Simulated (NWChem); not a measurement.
Species: CH$_{3}$O cation; SMILES C=[OH+]

Computed with NWChem. Pople sets run with spherical d functions. Each level has its own optimisation; frequencies are unscaled.

```tsv
level	r C–O (Å)	r H–O (Å)	highest harmonic frequency (cm⁻¹)	lowest (cm⁻¹)	zero-point energy (kcal/mol)
B3LYP/6-31G*	1.252	0.990	3520	1027	25.5
Hartree-Fock/STO-3G	1.271	1.003	4101	1087	28.2
Hartree-Fock/3-21G	1.252	0.983	3681	1045	26.7
PBE-D3(BJ)/def2-SVP	1.253	0.997	3456	1010	24.7
```
